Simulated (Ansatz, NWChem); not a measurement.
Heat of formation of HOCN (SMILES N#CO) from total energies

HOCN: 4 atoms, total charge 0, spin state singlet. As SMILES, `N#CO`. The coordinates come from a PBE0-D4/def2-TZVP relaxation.

Total energies at M06-2X/cc-pVTZ (NWChem 7.3.0); the atoms run unrestricted:

| species | state | energy (Eh) |
| --- | --- | --- |
| HOCN | singlet | -168.644907 |
| N | quartet | -54.586753 |
| C | triplet | -37.842466 |
| O | triplet | -75.064252 |
| H | doublet | -0.498135 |

Harmonic wavenumbers at PBE0-D4/def2-TZVP, in cm⁻¹: 470, 530, 1126, 1243, 2409, 3798.

Measured heats of formation of the gaseous atoms at 298.15 K, in kJ/mol: N 472.4, C 716.9, O 249.2, H 218.0. Spin-orbit lowering of the atoms at 298 K (mean of the ground term's levels less their thermal mean, from spectra), in kJ/mol: C 0.02, O 0.40. Take 1 Eh = 2625.50 kJ/mol, 1 cm⁻¹ = 0.0119627 kJ/mol, RT = 2.479 kJ/mol.

Task: Work out the heat of formation of the gas at 298 K.

Result: 
1. Electronic atomisation energy: (-54.586753) + (-37.842466) + (-75.064252) + (-0.498135) − (-168.644907) = 0.653301 Eh = 1715.2 kJ/mol.
2. Zero-point energy: half the sum of the wavenumbers, 4788 cm⁻¹ = 57.3 kJ/mol.
3. Thermal vibrational enthalpy, Σ hcν̃/(exp(hcν̃/kT) − 1): 1.3 kJ/mol. Translation, rotation and pV of a non-linear molecule: 4 RT = 9.9 kJ/mol.
4. The 4 free atoms carry 5/2 RT each: 24.8 kJ/mol.
5. Spin-orbit coupling lowers the free atoms by 0.02 + 0.40 = 0.4 kJ/mol.
6. Atomisation enthalpy at 298 K: 1715.2 − 0.4 − 57.3 − 1.3 − 9.9 + 24.8 = 1671.1 kJ/mol.
7. Sum of the atoms' heats of formation: 1656.5 kJ/mol. Heat of formation: 1656.5 − 1671.1 = -14.6 kJ/mol.

The tabulated value is -14.9 kJ/mol (Active Thermochemical Tables), so this level is off by +0.3 kJ/mol, or 0.0 % of the atomisation enthalpy that the table implies (1671.4 kJ/mol). Anharmonicity and any spin-orbit splitting of the molecule are left out.
